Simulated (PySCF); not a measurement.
## Ionising CO

RHF-MP2; basis C jorge-DZP-DKH, O jorge-DZP-DKH; spin-free X2C with a Gaussian nucleus; PySCF 2.14. Neutral (RHF): singlet (closed shell), Re = 1.152 Å, ωe = 2102 cm⁻¹, De = 10.90 eV.

CO⁺ (ROHF): doublet (σ ↑), Re = 1.142 Å, ωe = 2081 cm⁻¹, De = 8.45 eV to C⁺ + O. The energies at the minima are -113.11154 hartree for CO and -112.61419 for CO⁺.

Q: Work out the adiabatic ionisation energy, without and with harmonic zero-point energies (1 hartree = 27.2114 eV, 1 eV = 8065.5 cm⁻¹), and the change of the bond length.

A: At MP2: 0.49735 hartree = 13.534 eV between the minima; the zero-point term (2081.0 − 2102.0)/2 cm⁻¹ = -0.001 eV makes it 13.532 eV. Re changes by -1.0 pm against the neutral. The electron leaves a σ orbital, and the small change of length marks it as nearly non-bonding.

Correlated steps freeze 2 core orbitals. Correlated levels converge slowly with the basis: in double zeta they bind strong bonds too weakly, by up to about 1 eV, and carry superposition errors of some tenths. For an ion De counts to the pair picked by the measured ionisation energies or electron affinities, which need not be the lowest pair at this level. Where the molecule has an RHF reference, its open-shell atoms are computed with UHF. States were picked by a PBE0 search and need not be the measured ground states.
